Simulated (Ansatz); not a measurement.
in.yaml

```yaml
crystal:
  periodic: [false, false, false]
  atoms:
    - {symbol: Si, position_ang: [0.000000, 0.000000, 0.649966]}
    - {symbol: B, position_ang: [0.000000, 0.000000, -1.342837]}
    - {symbol: H, position_ang: [0.000000, -1.075954, -1.853888]}
    - {symbol: H, position_ang: [0.000000, 1.075954, -1.853888]}
basis:
  gaussian: {orbitals: cc-pVTZ}
magnetization: {spin_polarized: true, initial_magnetization: 1}
hamiltonian: {xc: {name: wB97M-V}}
output: {forces: true, orbitals: {seedname: orbitals}}
```

```sh
$ ansatz run in.yaml --threads 2 --pin off --events-out ev --progress --plain --max-ram 16896MiB --backend cuda --devices 0, --max-vram 18GiB
```

Output:

```
  # Of w^i u^j: cxij and so on, Table III.
  gx(w, u) = 1 - cx + cx01*u + cx10*w
  gss(w, u) = css00 + css04*u^4 + css10*w + css20*w^2 + css43*w^4*u^3
  gos(w, u) = cos00 + cos10*w + (cos20 + cos21*u)*w^2 + (cos60 + cos61*u)*w^6
      + integral(e_c_pw_mod_opposite_spin*gos(b97_w_opposite, b97_u_opposite)) + vv10(b, c)
616 factors; their error is unknown
133 factors; integrals over basis functions are off by at most 9.5e-5 eV
mean field evaluation 1: about -8580.4218 eV, gradient 1.6e1 eV
mean field evaluation 2: about -8581.6001 eV, gradient 1.1e1 eV
mean field evaluation 4: about -8582.4821 eV, gradient 4.5e-1 eV
mean field evaluation 8: about -8582.4999 eV, gradient 2.0e-1 eV
mean field evaluation 16: about -8582.5002 eV, gradient 1.5e-4 eV
mean field -8582.50024786 eV, -315.4010666811 hartree, gradient 4.5e-5 eV, S^2 0.751617; 3 other end points of the search recorded, 0 dependent functions left out
the calculation of the forces begins
reference -8582.50028408 eV, -315.4010680123 hartree; 11, 10 occupied and 81, 82 virtual orbitals, 616 factors
Total energy: -8582.50028408 eV, -315.4010680123 hartree
Atom 0 at     0.000000     0.000000     0.649966 Å, force    -0.000000     0.000000    -0.845059 eV/Å
Atom 1 at     0.000000     0.000000    -1.342837 Å, force    -0.000000    -0.000000     1.652916 eV/Å
Atom 2 at     0.000000    -1.075954    -1.853888 Å, force     0.000000     0.167943    -0.403928 eV/Å
Atom 3 at     0.000000     1.075954    -1.853888 Å, force     0.000000    -0.167943    -0.403928 eV/Å
Dipole moment:     0.000000    -0.000000     0.138789 e Å
```

Forces (eV/Å):
```
Si   0.000  0.000 -0.845
B    0.000  0.000  1.653
H    0.000  0.168 -0.404
H    0.000 -0.168 -0.404
```

Ran on 2 threads of AMD EPYC 7R13 with a shared H100 80 GB, shared host: 9 s wall, 0.86 GiB peak host memory.
